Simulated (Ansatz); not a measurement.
For GeSe (Pnma, No. 62), PBE (Ansatz, a first-principles code, PAW) gives:

| Property | Value |
|---|---|
| volume per atom | 24.62 Å³/atom |
| formation enthalpy | -0.227 eV/atom |

Problem. What does PBE-D3(BJ) (PAW; Ansatz) give for the same quantities?

Solution. 
- equilibrium volume per atom: 23.53 Å³/atom (decreases by 4.4 %)
- formation enthalpy: -0.276 eV/atom (moves by -0.049 eV/atom)

For comparison: equilibrium volume per atom 22.91 Å³/atom (measured, temperature not stated, copied from a table, unchecked, not corrected to a static lattice; as tabulated in Crystal Structures 1, 85 (1963)).

Changes are worked out from the printed values.

Unless a cell is named, each level is at its own relaxed cell (PBE 24.62, PBE-D3(BJ) 23.53 Å³/atom).

Caveats: a distance lies near a switch of the dispersion term, which can move the cell (PBE-D3(BJ)). Ansatz's density-functional and Hartree–Fock values are scalar-relativistic unless marked +SOC, with PAW data made under PBE.
